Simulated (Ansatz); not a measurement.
## What a trial cell of Ag relaxes into

These are results of DFT r2SCAN, scalar-relativistic, plane waves, PAW (Ansatz 0.2.0), not measurements. Cutoff 500 eV, Γ-centred k mesh, Gaussian smearing, no spin polarisation in the final step.

Ag was placed on the trigonal selenium structure type (P3_121, No. 152), at a guessed volume.

```
Ag
1.0
     3.78167    0.00000    0.00000
    -1.89084    3.27502    0.00000
     0.00000    0.00000    4.29043
Ag
3
Direct
  0.22540 0.00000 0.33333
  0.00000 0.22540 0.66667
  0.77460 0.77460 0.00000
```

Cell and atoms relax at zero pressure; the relaxation can't lower the symmetry of the start. After a coarse first stage the cell is made exact in the group found at 0.06 Å.

Energies count from the standard state of Ag at the same level.

(1) Describe the relaxed structure.

(2) What are its volume, energy, density and gap?

Answers

(1) It ends in Im-3m (No. 229). The result has the bcc structure. Conventional cell: a = 3.268 Å. Ag is coordinated by 8 Ag at 2.83 Å and 6 Ag at 3.27 Å.

```xyz
1
Lattice="-1.6339 1.6339 1.6339 1.6339 -1.6339 1.6339 1.6339 1.6339 -1.6339" Properties=species:S:1:pos:R:3 pbc="T T T"
Ag    0.0000    0.0000    0.0000
```

(2) The volume per atom is 17.45 Å³. The density is 10.27 g/cm³. The energy over the standard structure is 0.04 eV/atom. The gap on the 24×24×24 mesh is 0 eV (a metal).

The final run used a 24×24×24 mesh on its 1-atom cell and 0.10 eV smearing. For metals, differences of a few meV/atom aren't resolved. Symmetry constrained the relaxation, so the result can be a saddle point.